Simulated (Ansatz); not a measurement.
# H₂O (triplet): the correlation ladder at distance H1–H2 along a hydrogen transfer = 0.693 Å, cc-pVDZ

Aim: climb from Hartree-Fock through coupled cluster and multireference methods for H₂O (triplet) at one geometry and basis, and see what each rung misses.

Program: Ansatz 0.2.0, Gaussian basis. Level of theory: cc-pVDZ, core rule «outside noble gas», up to 1 orbitals frozen. These are calculated values, not measurements.

The runs, in order: UHF; CCSD(T) on ROHF; CCSD(T) on UHF; BCCD(T) on ROHF; CISD; CCSDT(Q) on ROHF; CCSDT(Q) on UHF; CCSDTQ on ROHF; CCSDTQ on UHF; CASSCF and MRCISD+Q, 4 electrons in 4 orbitals; CASSCF and NEVPT2, 4 electrons in 4 orbitals; CASSCF and MRCISD+Q, 8 electrons in 6 orbitals; CASSCF and NEVPT2, 8 electrons in 6 orbitals; Full CI.

**1. What is computed**

The geometry derives from fragments relaxed apart (PBE0/def2-TZVP) and kept rigid, so it is no stationary point. A hydrogen atom is moved between rigid fragments.

3 atoms, charge 0, spin multiplicity 3.

Atoms are counted from 1 here; the program's logs count them from 0.

Bond lengths: H1–H2 0.693 Å.

**2. UHF**

in.yaml reads:

```yaml
crystal:
  periodic: [false, false, false]
  atoms:
    - {symbol: H, position_ang: [0.000000, 0.000000, -0.886333]}
    - {symbol: H, position_ang: [0.000000, 0.000000, -0.193333]}
    - {symbol: O, position_ang: [0.000000, 0.000000, 1.079667]}
basis:
  gaussian: {orbitals: cc-pVDZ}
magnetization: {spin_polarized: true, initial_magnetization: 2}
hamiltonian: {xc: hf}
output: {orbitals: {seedname: orbitals}}
```

Command:

```
ansatz run in.yaml --threads 1 --pin off --events-out ev --progress --plain --max-ram 3968MiB --backend cpu
```

After this run come: CCSD(T) on ROHF; CCSD(T) on UHF; BCCD(T) on ROHF; CISD; CCSDT(Q) on ROHF; CCSDT(Q) on UHF; CCSDTQ on ROHF; CCSDTQ on UHF; CASSCF and MRCISD+Q, 4 electrons in 4 orbitals; CASSCF and NEVPT2, 4 electrons in 4 orbitals; CASSCF and MRCISD+Q, 8 electrons in 6 orbitals; CASSCF and NEVPT2, 8 electrons in 6 orbitals; Full CI.

Q: Predict the results of all the runs planned. Wanted: FCI below the RHF energy; RMP2 from FCI; UMP2 from FCI; RCCSD from FCI; RCCSD(T) from FCI; UCCSD(T) from FCI; RCCSDT(Q) from FCI; UCCSDT(Q) from FCI; NEVPT2 pair from FCI.

The runs gave:

| quantity | value |
| --- | --- |
| FCI below the RHF energy | -4.8060 eV |
| RMP2 from FCI | +16.61 kcal/mol |
| UMP2 from FCI | +16.08 kcal/mol |
| RCCSD from FCI | +1.43 kcal/mol |
| RCCSD(T) from FCI | +0.25 kcal/mol |
| UCCSD(T) from FCI | +0.23 kcal/mol |
| RCCSDT(Q) from FCI | 0.00 kcal/mol |
| UCCSDT(Q) from FCI | -0.03 kcal/mol |
| NEVPT2 pair from FCI | +13.80 kcal/mol |
| NEVPT2 valence from FCI | +18.74 kcal/mol |
| MRCISD+Q valence from FCI | +0.25 kcal/mol |
| levels within 1 kcal/mol (43 meV) | RCCSD(T), UCCSD(T), BCCD(T), RCCSDT, UCCSDT, RCCSDT(Q), UCCSDT(Q), RCCSDTQ, UCCSDTQ, MRCISD+Q valence |
| T1 diagnostic | 0.030 |
| effectively unpaired electrons | 2.01 |

In words: RCCSD(T) misses by +0.25 kcal/mol, 0.2 % of the correlation energy. One determinant dominates. Of the multireference levels listed MRCISD+Q valence comes nearest in total energy (+0.25 kcal/mol), which doesn't show that its space is the better one. These misses are within one basis, not against nature; the frozen cores of restricted and unrestricted runs differ, which can shift their rows.
